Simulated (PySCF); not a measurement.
How the functional moves excitation energies

C5H9N.
InChI=1S/C5H9N/c1-4(2)5(3)6/h6H,1H2,2-3H3/b6-5-

Linear-response calculations in the def2-SVPD basis (PySCF; singlets by full response, triplets Tamm–Dancoff, core orbitals frozen in the response; HF means time-dependent Hartree–Fock). 'Strongest' is the level of largest summed f among the singlets computed (10 roots, of which the last may lack a degenerate partner); it can jump between rows when another state enters that window. S1 is the lowest singlet of each run and needn't be the same state throughout; f(S1) is that of one state. Geometry: PBE0-D3(BJ)/def2-SVP, one conformer, isolated molecule.

| functional | kind | S1 (eV) | f(S1) | strongest (eV) | T1 (eV) | HOMO (eV) | gap (eV) | ionisation energy, ΔSCF (eV) |
| --- | --- | --- | --- | --- | --- | --- | --- | --- |
| LDA | LDA | 4.13 | 0.002 | 5.39 | 3.54 | -5.99 | 3.81 | 9.18 |
| PBE | GGA | 4.25 | 0.003 | 5.43 | 3.50 | -5.89 | 3.93 | 9.00 |
| B3LYP | global hybrid, 20% exact exchange | 4.73 | 0.004 | 5.81 | 3.67 | -7.07 | 5.88 | 9.25 |
| PBE0 | global hybrid, 25% exact exchange | 4.81 | 0.004 | 7.94 | 3.63 | -7.29 | 6.34 | 9.24 |
| HF | Hartree–Fock | 5.85 | 0.015 | 8.29 | 3.25 | -9.84 | 12.35 | not settled |

What does BHandHLYP (global hybrid, 50% exact exchange) give?

S1 (eV) 5.23, f(S1) 0.006, strongest (eV) 6.22, T1 (eV) 3.65, HOMO (eV) -8.38, gap (eV) 8.55, ionisation energy, ΔSCF (eV) 9.28. S1 runs from 4.13 eV (LDA) to 5.85 eV (HF), a spread of 1.72 eV, while the orbital gap spreads over 8.5 eV. Along PBE (0%), B3LYP (20%), PBE0 (25%), BHandHLYP (50%), HF (100%) S1 rises with the share of exact exchange. −ε(HOMO) comes closest to its own ΔSCF ionisation energy with BHandHLYP (-0.90 eV) and misses most with LDA (-3.19 eV). 'Not settled' means that the ion's SCF failed to converge or may have ended in another state than the lowest.
